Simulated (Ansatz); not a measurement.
**[Eu(H2O)6]3+ (EuH12O6 (+3)): geometry, orbitals and charge**

What does [Eu(H2O)6]3+ (EuH12O6 (+3)) look like as a septet, and where do its frontier electrons sit?

Program: Ansatz 0.2.0, Gaussian basis. Level of theory: UKS PBE0-D4/def2-TZVP. These are calculated values, not measurements.

Plan: relaxation at r2SCAN-D4/def2-SVP; a search for the lowest solution at PBE-D4/def2-SVP; a single point at PBE0-D4/def2-TZVP.

## (1) Starting geometry

19 atoms, charge 3, spin multiplicity 7.

Atoms are counted from 1 here; the program's logs count them from 0.

Bond lengths: Eu1–O2 2.361 Å, Eu1–O5 2.359 Å, Eu1–O8 2.358 Å, Eu1–O11 2.362 Å, Eu1–O14 2.362 Å, Eu1–O17 2.361 Å, O2–H3 0.980 Å, O2–H4 0.980 Å, O5–H6 0.980 Å, O5–H7 0.980 Å, O8–H9 0.980 Å, O8–H10 0.980 Å, O11–H12 0.980 Å, O11–H13 0.980 Å, O14–H15 0.980 Å, O14–H16 0.980 Å, O17–H18 0.980 Å, O17–H19 0.980 Å. Angles: O2–Eu1–O5 179.8°, O2–Eu1–O8 89.8°, O2–Eu1–O11 90.2°, O2–Eu1–O14 90.0°, O2–Eu1–O17 89.6°, O5–Eu1–O8 90.3°, O5–Eu1–O11 89.7°, O5–Eu1–O14 89.9°, O5–Eu1–O17 90.5°, O8–Eu1–O11 179.9°, O8–Eu1–O14 89.9°, O8–Eu1–O17 90.4°, O11–Eu1–O14 90.1°, O11–Eu1–O17 89.6°, O14–Eu1–O17 179.5°, Eu1–O2–H3 129.0°, Eu1–O2–H4 128.8°, H3–O2–H4 102.2° and more.

Geometry (Å):

```xyz
19
EuH12O6
Eu    0.0038   -0.0012   -0.0035
O     0.1777    0.1890    2.3435
H     0.1527    0.9948    2.9003
H     0.2837   -0.5207    3.0106
O    -0.1748   -0.1865   -2.3487
H    -0.2698    0.5232   -3.0181
H    -0.1707   -0.9951   -2.9022
O     2.3486    0.1756   -0.1822
H     3.0143    0.2952    0.5270
H     2.9053    0.1496   -0.9882
O    -2.3452   -0.1756    0.1772
H    -2.9029   -0.1685    0.9828
H    -3.0114   -0.2769   -0.5348
O    -0.1805    2.3465   -0.1796
H    -0.9875    2.9022   -0.1772
H     0.5309    3.0147   -0.2681
O     0.1782   -2.3474    0.1896
H    -0.5350   -3.0111    0.2956
H     0.9826   -2.9075    0.1763
```

Eu takes a core potential in the def2 sets. No spin-orbit coupling is included. The ion is computed in the gas phase, without counter-ions or solvent.

The start is a GFN2-xTB geometry.

## (2) Relaxation at r2SCAN-D4/def2-SVP

File in.yaml:

```yaml
crystal:
  periodic: [false, false, false]
  atoms:
    - {symbol: Eu, position_ang: [0.003790, -0.001230, -0.003530]}
    - {symbol: O, position_ang: [0.177710, 0.189040, 2.343530]}
    - {symbol: H, position_ang: [0.152740, 0.994760, 2.900270]}
    - {symbol: H, position_ang: [0.283650, -0.520730, 3.010570]}
    - {symbol: O, position_ang: [-0.174770, -0.186550, -2.348690]}
    - {symbol: H, position_ang: [-0.269820, 0.523170, -3.018140]}
    - {symbol: H, position_ang: [-0.170740, -0.995120, -2.902240]}
    - {symbol: O, position_ang: [2.348590, 0.175590, -0.182210]}
    - {symbol: H, position_ang: [3.014330, 0.295150, 0.526990]}
    - {symbol: H, position_ang: [2.905330, 0.149610, -0.988240]}
    - {symbol: O, position_ang: [-2.345200, -0.175580, 0.177160]}
    - {symbol: H, position_ang: [-2.902880, -0.168540, 0.982830]}
    - {symbol: H, position_ang: [-3.011380, -0.276930, -0.534800]}
    - {symbol: O, position_ang: [-0.180510, 2.346520, -0.179640]}
    - {symbol: H, position_ang: [-0.987540, 2.902180, -0.177220]}
    - {symbol: H, position_ang: [0.530860, 3.014690, -0.268090]}
    - {symbol: O, position_ang: [0.178250, -2.347410, 0.189580]}
    - {symbol: H, position_ang: [-0.534980, -3.011120, 0.295590]}
    - {symbol: H, position_ang: [0.982570, -2.907490, 0.176270]}
basis:
  gaussian: {orbitals: def2-SVP}
total_charge: 3
magnetization: {spin_polarized: true, initial_magnetization: 6}
hamiltonian: {xc: r2scan, dispersion: d4}
scf: {lower_state_search: "off"}
output: {orbitals: {seedname: orbitals}}
relax: {f_tol: 0.03, max_steps: 70}
```

Started as:

```console
ansatz run in.yaml --threads 4 --pin off --events-out ev --progress --plain --max-ram 6963MiB
```

After this run come: Searching for the lowest solution, PBE-D4/def2-SVP; Single point, PBE0-D4/def2-TZVP.

Q: Predict the results of all the runs planned. Wanted: near neighbours of the metal; HOMO, LUMO at PBE0-D4/def2-TZVP; ⟨S²⟩; charge on the metal; spin on the metal.

The runs gave:

| quantity | value |
| --- | --- |
| near neighbours of the metal | O 2.39, O 2.39, O 2.38, O 2.39, O 2.39, O 2.39 Å |
| HOMO, LUMO at PBE0-D4/def2-TZVP (over both spins) | -22.65, -18.48 eV |
| ⟨S²⟩ | 12.012 |
| charge on the metal (Mulliken, PBE0-D4/def2-TZVP) | +1.98 e |
| spin on the metal (Mulliken) | 6.04 |

In words: The molecule keeps its bonding pattern by the stored test; the atoms moved 0.04 Å (rms). Of 6 unpaired electrons, 6.04 sit on the metal by Mulliken's count. No usable vibrations, so a minimum isn't proven. The alpha HOMO lies nearest to 4 O atoms about 21 % each and the alpha LUMO to Eu1 96 %. Whether this spin is the lowest isn't tested here.
